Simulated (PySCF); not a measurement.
Atoms are numbered as in `[CH3:1][O:2][CH2:3][CH2:4][O:5][CH3:6]`. Hydrogens are named by the atom that carries them.

GIAO shifts from PySCF 2.14 on PBE0-D3(BJ)/def2-SVP geometries (one conformer, non-relativistic, equivalent nuclei averaged), against TMS at the same level and in the same medium; PCM means IEF-PCM chloroform.

Measured (solution, CDCl3, 298 K; Fulmer et al., Organometallics 2010, 29, 2176): C1/C6 59.1, C3/C4 71.8, H(C1)/H(C6) 3.40, H(C3)/H(C4) 3.55 ppm.

**Question.** Which unscaled values do PBE0/pcSseg-1, gas; PBE0/pcSseg-1, PCM; WP04/pcSseg-1, PCM; wB97X-D/pcSseg-1, PCM give, and how close are they?

**Answer.** 
| atoms | measured | PBE0/pcSseg-1, gas | PBE0/pcSseg-1, PCM | WP04/pcSseg-1, PCM | wB97X-D/pcSseg-1, PCM |
| --- | --- | --- | --- | --- | --- |
| C1/C6 | 59.1 | 59.6 | 59.7 | 60.7 | 59.9 |
| C3/C4 | 71.8 | 73.2 | 71.1 | 71.8 | 70.8 |
| H(C1)/H(C6) | 3.40 | 3.32 | 3.37 | 3.22 | 3.36 |
| H(C3)/H(C4) | 3.55 | 3.20 | 3.34 | 3.26 | 3.33 |

Mean absolute error for ¹³C: PBE0/pcSseg-1, gas 1.0, PBE0/pcSseg-1, PCM 0.7, WP04/pcSseg-1, PCM 0.8, wB97X-D/pcSseg-1, PCM 0.9 ppm.

Mean absolute error for ¹H: PBE0/pcSseg-1, gas 0.21, PBE0/pcSseg-1, PCM 0.12, WP04/pcSseg-1, PCM 0.23, wB97X-D/pcSseg-1, PCM 0.13 ppm.
